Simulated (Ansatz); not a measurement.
```yaml
crystal:
  periodic: [false, false, false]
  atoms:
    - {symbol: B, position_ang: [-1.950852, -0.452482, -0.004388]}
    - {symbol: P, position_ang: [-0.532653, 0.549193, 0.004493]}
    - {symbol: Si, position_ang: [1.338375, -0.431497, -0.003266]}
basis:
  gaussian: {orbitals: def2-TZVP}
hamiltonian: {xc: pbe0}
relax: {f_tol: 0.004, max_steps: 80}
```

```sh
$ ansatz run in.yaml --threads 1 --pin off --events-out ev --progress --plain --max-ram 2176MiB
```

Steps of the relaxation (energy above the last step; positions in Å, forces in eV/Å):

```
3
step 1, 366.7 meV
B    -1.951   -0.452   -0.004   -2.628   -2.183   -0.019
P    -0.533    0.549    0.004    3.660    1.890    0.017
Si    1.338   -0.431   -0.003   -1.031    0.293    0.002
```

```
3
step 2, 106.6 meV
B    -1.887   -0.515   -0.005   -1.249   -1.232   -0.011
P    -0.504    0.642    0.005    1.531    1.203    0.011
Si    1.246   -0.461   -0.004   -0.282    0.029    0.000
```

```
3
step 3, 4.2 meV
B    -1.868   -0.572   -0.005   -0.037   -0.114   -0.001
P    -0.477    0.718    0.006    0.187    0.073    0.001
Si    1.200   -0.481   -0.004   -0.150    0.041    0.000
```

```
3
step 4, 0.4 meV
B    -1.823   -0.593   -0.006   -0.025   -0.002    0.000
P    -0.474    0.754    0.006   -0.058    0.048    0.000
Si    1.152   -0.496   -0.004    0.084   -0.045    0.000
```

```
3
step 6, 0.0 meV
B    -1.833   -0.590   -0.006    0.001    0.001    0.000
P    -0.475    0.748    0.006   -0.001    0.000    0.000
Si    1.163   -0.494   -0.004    0.001   -0.001    0.000
```

Close pairs at the end: B1–P2 1.907 Å, P2–Si3 2.055 Å.

A stationary point of restricted PBE0 after 6 steps (its stability towards spin polarisation wasn't tested); no frequencies were run, so it isn't proven a minimum. 25 s on 1 thread of AMD EPYC 7R43, shared host.
